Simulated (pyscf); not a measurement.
Single points on ωB97X-D3(BJ)/def2-SVP structures (PySCF, gas phase).

Q: For the elementary gas-phase step `[OH][Ge]([OH])([OH])[OH]` + `[CH2]=[CH][CH3]` → `[CH3][CH]([CH3])[O][Ge]([OH])([OH])[OH]` (singlet surface; H–O broken, C–O, C–H formed), what barrier and reaction energy does ωB97M-D3(BJ)/def2-TZVP give, measured from the separated reactants?

A: ΔE‡ = 45.0 kcal/mol, ΔE = -16.7 kcal/mol. Zero-point energy shifts the barrier by -1.3 kcal/mol. It is an addition across a multiple bond or ene-type step, with an imaginary mode of 1663i cm⁻¹. On the reactant side the descent ends in a complex, 5.7 kcal/mol under the separated species and 50.3 kcal/mol under the saddle at ωB97X-D3(BJ)/def2-TZVP. One saddle was located; it need not be the lowest between these sides. Elements up to Kr have no core potential and no relativistic terms here.
